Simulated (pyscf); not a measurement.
Structures and frequencies: ωB97X-D3(BJ)/def2-SVP in PySCF. Correlated levels are frozen-core, on RHF or UHF. ΔMP2 is the change of the MP2 total energy from the triple- to the quadruple-zeta basis.

Problem. Estimate by transition-state theory (the high-pressure limit) the rate constant of H₃C–CH₂–OH + SiH₂ [singlet] → H₃C–CH₂–O–SiH₃ (singlet surface; H–O broken, O–Si, H–Si formed) at 600 K, with CCSD(T)/def2-TZVPP + ΔMP2(QZVPP) energies (ideal gas, 1 atm, RRHO with modes under 100 cm⁻¹ raised to 100, one conformer, R ln 2 for chiral ones without a mode under 150 cm⁻¹; no tunnelling).

Solution. The electronic barrier is 2.1 kcal/mol and the thermal terms add +21.9, so ΔG‡ = 24.0 kcal/mol. With k_BT/h = 1.25e+13 s⁻¹ and RT = 1.192 kcal/mol, and a volume of 8.18e-20 cm³ per molecule at 1 atm, k = 1.9e-15 cm³ molecule⁻¹ s⁻¹. The product is born with the 78 kcal/mol of the reverse barrier and needs collisions to keep. Wigner's tunnelling factor for 1599i cm⁻¹ would be 1.61, likely too low at so high a frequency. A shift of 1 kcal/mol in the barrier changes k by a factor 2.3. On the reactant side the descent ends in an adduct with a O–Si contact, 24.5 kcal/mol under the separated species and 24.2 kcal/mol under the saddle at ωB97X-D3(BJ)/def2-TZVP. What is counted as formed (O–Si) is already present as a longer contact in the reactant adduct; forming that adduct is a step of its own. At ωB97X-D3(BJ)/def2-TZVP the barrier from the zero used here is -0.4 kcal/mol. H₃C–CH₂–O–SiH₃ lies 18.1 kcal/mol over its isomer H₃C–CH₂–SiH₂–OH (electronic energy, ωB97M-D3(BJ)/def2-TZVP). One saddle was located; it need not be the lowest between these sides. The CCSD(T) − MP2 part came from Ansatz, without density fitting, on the same reference.
